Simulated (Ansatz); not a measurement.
CsCl-type TlCl was calculated with HSE06 (Ansatz, a quantum-chemistry and plane-wave program, plane waves, PAW).

Numerical settings: plane-wave cutoff 460 eV, 8×8×8 k mesh, Fermi–Dirac smearing 0.01 eV, scalar-relativistic PAW data made under PBE.

The cell is scaled about its equilibrium volume:

```tsv
V (Å³/atom)	P (GPa)	direct gap at Γ (eV)	smallest gap on the k mesh (eV)
27.819	1.33	10.662	2.794
28.551	0.61	10.599	2.874
29.059	0.18	10.555	2.927
30.015	-0.53	10.324	3.019
30.747	-0.99	10.120	3.083
```

The fundamental gap (2.95 eV at the equilibrium volume, on the SCF mesh) lies elsewhere than Γ–Γ.

Spin–orbit coupling is not included; with these elements it can move the gap by several tenths of an eV or more.
